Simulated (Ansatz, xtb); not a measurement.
## Ranking isomers of CH2AlO

8 gas-phase structures of CH2AlO, found in a search over its isomers (lower ones may exist). Each was relaxed with GFN2-xTB:

A. `O=[C][AlH2]`, a doublet
B. `[CH2][O][Al]`, a doublet
C. a doublet given by its coordinates
D. `[CH]1[O][AlH]1`, a doublet
E. a doublet given by its coordinates
F. `[CH][O][AlH]`, a doublet
G. `[CH][Al][OH]`, a doublet
H. `[CH2]1[O][Al]1`, a doublet

E (Å):

```xyz
5

C    -2.9114    0.8814    0.4308
Al   -1.2605    1.1263    1.4099
O     0.0843    1.3242    2.2075
H    -3.1843    1.4626   -0.4453
H    -3.6660    0.1475    0.7003
```

Close contacts (Å): C1–Al2 1.93, Al2–O3 1.58, C1–H4 1.09, C1–H5 1.09.

C (Å):

```xyz
5

C     1.2132   -0.0753    0.5773
Al   -0.5689    0.3214   -0.2735
O     1.2253   -0.1651   -0.6355
H    -0.8414    1.7385   -0.8036
H    -1.5069   -0.8475   -0.6137
```

Close contacts (Å): C1–Al2 2.01, C1–O3 1.22, Al2–O3 1.89, Al2–H4 1.54, Al2–H5 1.54.

Q: Make a reasoned guess at their ranking by r2SCAN-D4/def2-SVP single-point energy.

A: Calculated order at r2SCAN-D4/def2-SVP: B (0.0), H (67.8), A (97.1), E (99.8), C (133.5), D (182.6), G (205.2), F (241.6) kJ/mol. Less than 1 kcal/mol parts A and E, so the order within that pair means little.

Energies above the lowest of each column, in kJ/mol; the last columns are at PBE0-D3(BJ)/def2-SVP geometries and were run for some of them only (a dash: not run or not comparable):

| structure | GFN2-xTB | HF/STO-3G | r2SCAN-D4/def2-SVP | PBE0-D3(BJ)/def2-SVP | CCSD(T)/def2-TZVP |
| --- | --- | --- | --- | --- | --- |
| B | 0.0 | 0.0 | 0.0 | 0.0 | 0.0 |
| H | 50.2 | 63.8 | 67.8 | relaxes to B | – |
| A | 68.6 | 78.9 | 97.1 | 68.7 | 55.5 |
| E | 6.7 | 180.4 | 99.8 | – | – |
| C | 76.2 | 48.8 | 133.5 | – | – |
| D | 110.7 | 185.4 | 182.6 | – | – |
| G | 69.1 | 379.6 | 205.2 | – | – |
| F | 139.9 | 221.7 | 241.6 | – | – |

Every level run on B puts it lowest or level with the lowest. Flexible structures stand in one conformer each, not always the lowest. Frequencies (PBE0-D3(BJ)/def2-SVP) were run for A, B alone. Open shells are spin-unrestricted, some with notable spin contamination.

Over these structures GFN2-xTB departs from r2SCAN-D4/def2-SVP by 37.4 kJ/mol on average once a common shift is removed. A GFN2-xTB relaxation took about 0.065 s and the r2SCAN-D4/def2-SVP energy about 2.4 s on a shared host (Ansatz 0.2.0, xtb 6.7.1).
